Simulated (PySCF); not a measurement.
Gas-phase reaction: Al(CH3)2F + 2 CHF ⇌ AlF3 + C4H8 (isobutene)

Method: PySCF energies plus ideal-gas RRHO corrections (1 bar). † marks an energy on the PBE0/def2-TZVP geometry and frequencies; other levels use their own. MP2 and CCSD(T) freeze the core. All species are closed-shell singlets. Methyl groups turn as free rotors in Al(CH3)2F. Al(CH3)2F, CHF: computed as isolated molecules; such fragments, hydroxides, amides, oligomers or adducts are transient or little studied in the gas. MP2 isn't extrapolated to the basis-set limit; its ΔH°(298 K) is -1104.0 kJ in def2-SVP and -1111.0 kJ in def2-TZVPP. CCSD(T) isn't extrapolated to the basis-set limit. The harmonic model lacks anharmonicity and excited electronic states, which grow with temperature; levels with a mode under 35 cm⁻¹ are left out. Internal rotation in C4H8 (isobutene) is treated as a harmonic vibration of one conformer, which makes the entropy rough.

```json
[
 {"level": "BLYP/def2-TZVP†", "ΔE electronic, kJ": "-1036", "ΔH°(298 K), kJ": "-998", "ΔS°(298 K), J/K": "-213", "ΔG°(2000 K), kJ": "-579"},
 {"level": "CCSD(T)/def2-SVP†", "ΔE electronic, kJ": "-1077", "ΔH°(298 K), kJ": "-1039", "ΔS°(298 K), J/K": "-213", "ΔG°(2000 K), kJ": "-620"},
 {"level": "MP2/def2-SVP†", "ΔE electronic, kJ": "-1141", "ΔH°(298 K), kJ": "-1104", "ΔS°(298 K), J/K": "-213", "ΔG°(2000 K), kJ": "-685"},
 {"level": "PBE/def2-TZVP†", "ΔE electronic, kJ": "-1070", "ΔH°(298 K), kJ": "-1033", "ΔS°(298 K), J/K": "-213", "ΔG°(2000 K), kJ": "-613"},
 {"level": "PBE0/def2-QZVP†", "ΔE electronic, kJ": "-1097", "ΔH°(298 K), kJ": "-1060", "ΔS°(298 K), J/K": "-213", "ΔG°(2000 K), kJ": "-641"},
 {"level": "PBE0/def2-SVP†", "ΔE electronic, kJ": "-1081", "ΔH°(298 K), kJ": "-1043", "ΔS°(298 K), J/K": "-213", "ΔG°(2000 K), kJ": "-624"},
 {"level": "PBE0/def2-TZVP", "ΔE electronic, kJ": "-1091", "ΔH°(298 K), kJ": "-1054", "ΔS°(298 K), J/K": "-213", "ΔG°(2000 K), kJ": "-635"},
 {"level": "LDA/def2-TZVP†", "ΔE electronic, kJ": "-1151", "ΔH°(298 K), kJ": "-1114", "ΔS°(298 K), J/K": "-213", "ΔG°(2000 K), kJ": "-694"},
 {"level": "ωB97X-V/def2-TZVP†", "ΔE electronic, kJ": "-1067", "ΔH°(298 K), kJ": "-1030", "ΔS°(298 K), J/K": "-213", "ΔG°(2000 K), kJ": "-610"}
]
```
ΔH° is lowest at LDA/def2-TZVP† and highest at BLYP/def2-TZVP†. No reference value is set beside these.
